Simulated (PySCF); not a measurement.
Compound: isocyanodiacetylene, C₅HN.
Atom-mapped SMILES: `[C-:1]#[N+:2][C:3]#[C:4][C:5]#[CH:6]` (hydrogens: H7 on C6)

The closed-shell ground state was solved at several levels (PySCF, density fitting, gas phase, non-relativistic). Geometry: PBE0-D3(BJ)/def2-TZVP; no solvent, vibrations or thermal averaging.

| level | basis functions | total energy (Eh) | HOMO (eV) | LUMO (eV) | gap (eV) | dipole (D) |
| --- | --- | --- | --- | --- | --- | --- |
| KT3/pcSseg-2 | 230 | -249.7758 | -6.95 | -2.95 | 4.00 | 3.28 |
| wB97X-D/pcSseg-2 | 230 | -245.6730 | -9.67 | -0.42 | 9.25 | 3.11 |
| PBE0/pcSseg-2 | 230 | -245.4753 | -7.99 | -2.14 | 5.85 | 3.23 |

Task: What might B97-2/pcSseg-2 (230 basis functions) give for the same quantities?

Result: Total energy -245.6819 Eh, HOMO -7.74 eV, LUMO -2.17 eV, gap 5.57 eV, dipole 3.21 D.

Task: Over all these levels, which gives the widest orbital gap and which the narrowest?

Result: wB97X-D/pcSseg-2 (range-separated hybrid) has the widest, 9.25 eV, and KT3/pcSseg-2 (GGA) the narrowest, 4.00 eV. From the narrowest to the widest the HOMO moves by -2.72 eV and the LUMO by +2.53 eV.

Task: In the pcSseg-2 basis, how does the gap go with the fixed share of exact exchange?

Result: KT3 (0 %) 4.00 eV; B97-2 (21 %) 5.57 eV; PBE0 (25 %) 5.85 eV. Each rise in the share widens the gap here.

Task: How far do the dipole and the HOMO energy spread over the levels?

Result: The dipole runs from 3.11 to 3.28 D (mean 3.21 D) and the HOMO from -9.67 to -6.95 eV.

The pairwise dispersion term of wB97X-D wasn't added to the energies; at a given geometry it leaves orbitals and properties as they are.
